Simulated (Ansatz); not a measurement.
**HB–BH, singlet: the ladder up to full CI**

Geometry: a point of a stretch scan, not a stationary point.

```xyz
4

B     0.0000    0.0000    0.6195
B     0.0000    0.0000   -0.6195
H     0.0000    0.0000    1.7952
H     0.0000    0.0000   -1.7952
```

Basis 6-31G; Ansatz 0.2.0. Correlated methods freeze the noble-gas cores, which leaves 8 electrons in 20 orbitals. Prefix R: restricted or restricted open-shell reference; prefix U: unrestricted. Active spaces: valence = (8e, 10o) chosen from the atoms' valence shells; pair = (2e, 2o) about the gap.

Full CI is exact within this basis and frozen core; it isn't the basis-set limit. The frozen core follows each run's orbitals, which can shift R against U totals by a few meV.

The determinant fills πx and πy unequally, so it is a mixture of Σ and Δ, which weighs on every level built on one determinant.

RHF is unstable: UHF (⟨S²⟩ = 1.00) lies 0.99 eV below the lowest RHF solution. Higher spins weren't run at this geometry and may lie near or lower.

* UHF ⟨S²⟩: 1.000
* T1 diagnostic (RCCSD): 0.0072
* largest doubles amplitude (RCCSD): 0.190

```
                   level  E − E(full CI) (kJ/mol)  share of correlation (%)  wall time
                     RHF                    308.2                      0.00          –
                    UHF†                    213.0                         –          –
                    RMP2                     90.0                     70.80          –
                   UMP2†                     17.3                         –          –
                    CISD                     34.5                     88.79     0.54 s
                   RCCSD                     20.3                     93.43          –
                 UCCSD*†                    -59.7                         –          –
                RCCSD(T)                     12.8                     95.84      0.6 s
              UCCSD(T)*†                    -76.0                         –      1.8 s
                 BCCD(T)                     12.9                     95.83     0.39 s
                 RCCSDT*                      2.1                     99.32          –
                UCCSDT*†                    -91.6                         –          –
                  CISDTQ                      3.1                     98.99      2.3 s
              RCCSDT(Q)*                     -0.5                    100.16     0.94 s
             UCCSDT(Q)*†                    -93.0                         –      4.3 s
                RCCSDTQ*                      0.1                     99.98        6 s
     CASSCF (pair space)                    260.6                     15.42          –
     NEVPT2 (pair space)                     70.2                     77.21     0.51 s
     MRCISD (pair space)                     15.0                     95.13          –
   MRCISD+Q (pair space)                      0.6                     99.79     0.63 s
  CASSCF (valence space)                     82.5                     73.22          –
  NEVPT2 (valence space)                     25.0                     91.87       12 s
  MRCISD (valence space)                      2.0                     99.34          –
MRCISD+Q (valence space)                      0.6                     99.81       14 s
```

An asterisk marks runs whose energy the program itself flagged as in doubt. A dagger marks rows that describe another state than the reference (another or a broken symmetry, a higher spin or other natural occupations), so the difference holds a gap between states beside the method's error.

The correlation energy at full CI, counted from RHF, is -3.194 eV. That run took 24 s on 1 thread of Intel Xeon Platinum 8375C, shared host over 2,949,353 determinants.

Times hold each run's SCF and search for its determinant on a shared host, so for small cases they say little of a method's own cost; they ran on 1 thread of Intel Xeon Platinum 8375C. Some runs computed forces too.

Not variational, and here over 5 meV under the exact energy: RCCSDT(Q).

Unrestricted levels hold only the spin's projection, and here they fall towards a lower state of higher spin.

The full-CI state has the irrep Ag of D2h, in the program's axes (one component, if the state is degenerate).

Natural occupations of full CI about the gap: 1.977 1.971 1.969 0.978 0.978 0.025 0.025 0.022 0.021 0.008; effectively unpaired electrons, Σ n²(2−n)², 2.02. No single determinant describes this state well, so single-reference rows can miss without a flag.
